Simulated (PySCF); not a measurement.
**Working out the ionisation energy of N**

N [He] 2s2 2p3 (4S) → N⁺ [He] 2s2 2p2 (3P). Calculation: PySCF 2.14, in def2-TZVPPD; no relativity, point nucleus. Frozen: nothing. Energies in hartree (1 hartree = 27.21139 eV):

```csv
part,N (lower),N⁺ (upper)
UHF,-54.402769,-53.892015
MP2 opposite-spin,-0.082184,-0.073736
MP2 same-spin,-0.030364,-0.013651
```

**Question.** What does Hartree-Fock give?

**Answer.** (-53.892015) − (-54.402769) = 0.510754 hartree = 13.898 eV.

**Question.** What do MP2 and SCS-MP2 (6/5 opposite-spin, 1/3 same-spin) give?

**Answer.** The opposite-spin parts differ by 0.230 eV and the same-spin parts by 0.455 eV. MP2: 13.898 + (0.230) + (0.455) = 14.583 eV. SCS-MP2: 13.898 + 1.2 × (0.230) + (0.455)/3 = 14.326 eV.

Measured between the centres of the two terms (NIST): 14.545 eV, so MP2 (valence and next inner shell) is off by 0.038 eV.

What remains against the reference includes basis incompleteness and correlation beyond second order.
